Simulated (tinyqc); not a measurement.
Inside a calculation. Method: coupled-perturbed Hartree-Fock on RHF in the sto-3g basis, for HF, spin multiplicity 1. Computed by tinyqc, a small Python program that keeps every step (integrals from PySCF). Settings: charge = 0, multiplicity = 1, basis = sto-3g, method = RHF, energy threshold = 1e-10, iteration cap = 78, orthogonalisation = canonical, start = core, DIIS depth = 6. Command: `OMP_NUM_THREADS=1 python tinyqc.py 31612 31613 out.jsonl` (the two numbers bound the seeds that draw the settings). One thread of a shared host (Intel(R) Xeon(R) Processor @ 2.60GHz), about 0.1 s of CPU time with the checks. The early iterations of the SCF are left out here.

## One-electron integrals

Geometry (angstrom):
```
atom       x       y       z
F     0.0000  0.0000  0.0000
H     0.0000  0.0000  1.0470
```

Basis sto-3g: exponents (1/bohr^2) and contraction coefficients of normalised primitives:
```
element  l (shell)  exponent  coefficient
F            s (1)  166.6791       0.1543
F            s (1)   30.3608       0.5353
F            s (1)    8.2168       0.4446
F            s (2)    6.4648      -0.1000
F            s (2)    1.5023       0.3995
F            s (2)    0.4886       0.7001
F            p (3)    6.4648       0.1559
F            p (3)    1.5023       0.6077
F            p (3)    0.4886       0.3920
H            s (1)    3.4253       0.1543
H            s (1)    0.6239       0.5353
H            s (1)    0.1689       0.4446
```

Overlap, kinetic and nuclear-attraction integrals over the contracted functions; the nuclear repulsion is the sum of Za Zb / Rab.

nuclear repulsion = 4.548801 hartree

overlap S, lower triangle:
```
         1F 1s   1F 2s  1F 2px  1F 2py  1F 2pz   2H 1s
1F 1s   1.0000
1F 2s   0.2380  1.0000
1F 2px  0.0000  0.0000  1.0000
1F 2py  0.0000  0.0000  0.0000  1.0000
1F 2pz  0.0000  0.0000  0.0000  0.0000  1.0000
2H 1s   0.0362  0.3666  0.0000  0.0000  0.3023  1.0000
```

kinetic energy T (hartree), lower triangle:
```
          1F 1s   1F 2s  1F 2px  1F 2py  1F 2pz   2H 1s
1F 1s   36.9846
1F 2s   -0.2129  1.0380
1F 2px   0.0000  0.0000  3.2480
1F 2py   0.0000  0.0000  0.0000  3.2480
1F 2pz   0.0000  0.0000  0.0000  0.0000  3.2480
2H 1s   -0.0064  0.0695  0.0000  0.0000  0.1826  0.7600
```

nuclear attraction V (hartree), lower triangle:
```
           1F 1s     1F 2s    1F 2px    1F 2py    1F 2pz    2H 1s
1F 1s   -77.5150
1F 2s    -9.2971  -12.0452
1F 2px    0.0000    0.0000  -11.9245
1F 2py    0.0000    0.0000    0.0000  -11.9245
1F 2pz   -0.0116   -0.1417    0.0000    0.0000  -12.0084
2H 1s    -1.4539   -3.3000    0.0000    0.0000   -2.3851  -5.6592
```

core Hamiltonian H = T + V (hartree), lower triangle:
```
           1F 1s     1F 2s   1F 2px   1F 2py   1F 2pz    2H 1s
1F 1s   -40.5304
1F 2s    -9.5100  -11.0072
1F 2px    0.0000    0.0000  -8.6765
1F 2py    0.0000    0.0000   0.0000  -8.6765
1F 2pz   -0.0116   -0.1417   0.0000   0.0000  -8.7604
2H 1s    -1.4603   -3.2305   0.0000   0.0000  -2.2024  -4.8992
```

## Two-electron integrals

Functions are numbered as in S; the eight-fold symmetry (ij|kl) = (ji|kl) = (kl|ij) leaves the list below.

Two-electron integrals (ij|kl) in chemists' order, unique and non-zero (hartree):
```
(11|11) 5.4035   (21|11) 0.8419   (21|21) 0.1563   (22|11) 1.2680
(22|21) 0.2923   (22|22) 0.9262   (31|31) 0.0280   (32|31) 0.0432
(32|32) 0.2046   (33|11) 1.2645   (33|21) 0.2924   (33|22) 0.9260
(33|33) 0.9975   (41|41) 0.0280   (42|41) 0.0432   (42|42) 0.2046
(43|43) 0.0538   (44|11) 1.2645   (44|21) 0.2924   (44|22) 0.9260
(44|33) 0.8900   (44|44) 0.9975   (51|51) 0.0280   (52|51) 0.0432
(52|52) 0.2046   (53|53) 0.0538   (54|54) 0.0538   (55|11) 1.2645
(55|21) 0.2924   (55|22) 0.9260   (55|33) 0.8900   (55|44) 0.8900
(55|55) 0.9975   (61|11) 0.1300   (61|21) 0.0239   (61|22) 0.0445
(61|33) 0.0444   (61|44) 0.0444   (61|51) 0.0010   (61|52) 0.0018
(61|55) 0.0446   (61|61) 0.0037   (62|11) 0.3329   (62|21) 0.0778
(62|22) 0.2754   (62|33) 0.2713   (62|44) 0.2713   (62|51) 0.0053
(62|52) 0.0416   (62|55) 0.2832   (62|61) 0.0121   (62|62) 0.1012
(63|31) 0.0081   (63|32) 0.0482   (63|53) 0.0087   (63|63) 0.0149
(64|41) 0.0081   (64|42) 0.0482   (64|54) 0.0087   (64|64) 0.0149
(65|11) 0.2281   (65|21) 0.0540   (65|22) 0.2045   (65|33) 0.1958
(65|44) 0.1958   (65|51) 0.0113   (65|52) 0.0774   (65|55) 0.2217
(65|61) 0.0087   (65|62) 0.0922   (65|65) 0.0983   (66|11) 0.4921
(66|21) 0.1169   (66|22) 0.4775   (66|33) 0.4613   (66|44) 0.4613
(66|51) 0.0099   (66|52) 0.1096   (66|55) 0.5094   (66|61) 0.0183
(66|62) 0.2262   (66|65) 0.2396   (66|66) 0.7746
```

## Orthogonalisation

S = U s U^T; canonical form X = U s^(-1/2), so that X^T S X = 1. Each column of U has its largest component positive (the first on a tie).

eigenvalues of S: 0.4996  0.8462  1.0000  1.0000  1.1278  1.5264

X:
```
              1        2        3       4        5       6
1F 1s    0.3322   0.7438   0.0000  0.0000  -0.5802  0.2521
1F 2s   -0.8405  -0.4348   0.0000  0.0000  -0.3504  0.4779
1F 2px   0.0000   0.0000  -0.4095  0.9123   0.0000  0.0000
1F 2py   0.0000   0.0000   0.9123  0.4095   0.0000  0.0000
1F 2pz  -0.5629   0.5909   0.0000  0.0000   0.6020  0.3002
2H 1s    0.9317  -0.3005   0.0000  0.0000   0.2545  0.5226
```

Within a degenerate level the vectors are fixed only up to a rotation; this is one choice.

## Iteration 6 (converged): orbitals

converged F (hartree), lower triangle:
```
           1F 1s    1F 2s   1F 2px   1F 2py   1F 2pz    2H 1s
1F 1s   -25.9023
1F 2s    -6.6237  -3.0300
1F 2px    0.0000   0.0000  -0.4620
1F 2py    0.0000   0.0000   0.0000  -0.4620
1F 2pz   -0.0201  -0.0599   0.0000   0.0000  -0.2893
2H 1s    -1.0268  -0.9140   0.0000   0.0000  -0.5170  -0.4416
```

Diagonalise F' = X^T F X, C = X C', fill 5 alpha and 5 beta electrons from the bottom; D = 2 C_occ C_occ^T. Each column has its largest component positive (the first on a tie).

F' = X^T F X (hartree), lower triangle:
```
         1         2        3        4         5        6
1  -0.4864
2  -3.0129  -10.3425
3   0.0000    0.0000  -0.4620
4   0.0000    0.0000   0.0000  -0.4620
5   2.3894   10.3765   0.0000   0.0000  -11.5723
6  -1.1521   -5.9492   0.0000   0.0000    6.6957  -4.9900
```

orbital energies (hartree): MO1 -25.9119, MO2 -1.4389, MO3 -0.5452, MO4 -0.4620, MO5 -0.4620, MO6 0.5048

coefficients C:
```
            MO1      MO2      MO3      MO4     MO5      MO6
1F 1s    0.9948  -0.2538   0.0685   0.0000  0.0000   0.0708
1F 2s    0.0215   0.9678  -0.3563   0.0000  0.0000  -0.4273
1F 2px   0.0000   0.0000   0.0000   0.9928  0.1194   0.0000
1F 2py   0.0000   0.0000   0.0000  -0.1194  0.9928   0.0000
1F 2pz   0.0021   0.0553   0.6910   0.0000  0.0000  -0.7987
2H 1s   -0.0044   0.1317   0.5588   0.0000  0.0000   0.9832
```

D after iteration 6, lower triangle:
```
          1F 1s    1F 2s  1F 2px  1F 2py  1F 2pz   2H 1s
1F 1s    2.1176
1F 2s   -0.4972   2.1282
1F 2px   0.0000   0.0000  2.0000
1F 2py   0.0000   0.0000  0.0000  2.0000
1F 2pz   0.0708  -0.3852  0.0000  0.0000  0.9611
2H 1s    0.0009  -0.1435  0.0000  0.0000  0.7868  0.6592
```

Within a degenerate level the vectors are fixed only up to a rotation; this is one choice.

## Convergence

Stop when the energy changes by less than 1e-10 hartree and every element of the error matrix X^T (F D S - S D F) X is below 3e-06.

Course of the cycle:
```
iteration  E (hartree)     change  largest element of the error matrix
1           -97.855899          -                             6.70e-01
2           -98.556482  -7.01e-01                             1.22e-01
3           -98.563672  -7.19e-03                             1.01e-02
4           -98.563725  -5.33e-05                             1.56e-03
5           -98.563727  -1.32e-06                             1.20e-05
6           -98.563727  -6.66e-11                             7.64e-08
```

PySCF RHF in the same basis = -98.563727 hartree

Converged in 6 iterations.

## Integrals over molecular orbitals

(pq|rs) = sum C_ip C_jq C_kr C_ls (ij|kl), one index at a time.

one-electron integrals over orbitals h = C^T H C (hartree), lower triangle:
```
          1        2        3        4        5        6
1  -40.5126
2    0.7117  -9.1336
3   -0.1827   0.5541  -7.2933
4    0.0000   0.0000   0.0000  -8.6765
5    0.0000   0.0000   0.0000   0.0000  -8.6765
6   -0.1932   1.0311   2.0245   0.0000   0.0000  -6.0872
```

Two-electron integrals over orbitals (pq|rs), unique and non-zero (hartree):
```
(11|11) 5.3633    (21|11) -0.5122   (21|21) 0.0772    (22|11) 1.2133
(22|21) -0.0211   (22|22) 0.8606    (31|11) 0.1376    (31|21) -0.0195
(31|22) 0.0104    (31|31) 0.0206    (32|11) -0.1394   (32|21) 0.0072
(32|22) -0.0340   (32|31) 0.0208    (32|32) 0.1509    (33|11) 0.9558
(33|21) -0.0098   (33|22) 0.7325    (33|31) -0.0040   (33|32) -0.0335
(33|33) 0.7289    (41|41) 0.0296    (42|41) 0.0395    (42|42) 0.1845
(43|41) -0.0097   (43|42) -0.0373   (43|43) 0.0425    (44|11) 1.2640
(44|21) -0.0147   (44|22) 0.8849    (44|31) 0.0040    (44|32) -0.0755
(44|33) 0.7248    (44|44) 0.9975    (51|51) 0.0296    (52|51) 0.0395
(52|52) 0.1845    (53|51) -0.0097   (53|52) -0.0373   (53|53) 0.0425
(54|54) 0.0538    (55|11) 1.2640    (55|21) -0.0147   (55|22) 0.8849
(55|31) 0.0040    (55|32) -0.0755   (55|33) 0.7248    (55|44) 0.8900
(55|55) 0.9975    (61|11) 0.1433    (61|21) -0.0231   (61|22) 0.0015
(61|31) -0.0102   (61|32) -0.0245   (61|33) 0.0095    (61|44) 0.0040
(61|55) 0.0040    (61|61) 0.0233    (62|11) -0.2093   (62|21) 0.0049
(62|22) -0.1133   (62|31) -0.0201   (62|32) -0.0591   (62|33) -0.0298
(62|44) -0.1112   (62|55) -0.1112   (62|61) 0.0172    (62|62) 0.0940
(63|11) -0.3830   (63|21) 0.0066    (63|22) -0.1941   (63|31) 0.0019
(63|32) 0.0922    (63|33) -0.1116   (63|44) -0.2160   (63|55) -0.2160
(63|61) -0.0059   (63|62) 0.0498    (63|63) 0.1986    (64|41) -0.0093
(64|42) -0.0372   (64|43) -0.0180   (64|64) 0.0306    (65|51) -0.0093
(65|52) -0.0372   (65|53) -0.0180   (65|65) 0.0306    (66|11) 0.8700
(66|21) -0.0091   (66|22) 0.6654    (66|31) 0.0136    (66|32) 0.0614
(66|33) 0.6649    (66|44) 0.6421    (66|55) 0.6421    (66|61) -0.0089
(66|62) -0.0626   (66|63) -0.0189   (66|66) 0.7016
```

## Response to a field: uncoupled start

dipole integrals <a|z|i> (bohr):
```
         i1      i2      i3      i4      i5
a6  -0.0440  0.0307  1.0299  0.0000  0.0000
```

Field along z; U_ai = -mu_ai / (e_a - e_i), alpha = -4 sum U_ai mu_ai.

uncoupled U:
```
        i1       i2       i3      i4      i5
a6  0.0017  -0.0158  -0.9808  0.0000  0.0000
```

uncoupled polarisability = 4.0425 bohr^3

## Coupled step 1

U_ai = -(mu_ai + sum_bj [4 (ai|bj) - (ab|ij) - (aj|bi)] U_bj) / (e_a - e_i); alpha = -4 sum U_ai mu_ai.

U after step 1:
```
        i1      i2       i3      i4      i5
a6  0.0006  0.0255  -1.0440  0.0000  0.0000
```

polarisability = 4.2978 bohr^3

## Coupled step 2

As before.

U after step 2:
```
        i1      i2       i3      i4      i5
a6  0.0004  0.0366  -1.0517  0.0000  0.0000
```

polarisability = 4.3280 bohr^3

## Coupled polarisability

Repeat until U stops changing; compare with -d2E/dF2.

Course of the coupled iterations:
```
step  alpha (bohr^3)
0             4.0425
1             4.2978
2             4.3280
3             4.3336
4             4.3348
5             4.3351
6             4.3351
7             4.3351
8             4.3351
9             4.3351
10            4.3351
11            4.3351
12            4.3351
```

coupled polarisability = 4.3351 bohr^3

finite-field check, fields of +/-0.001 au = 4.3351 bohr^3
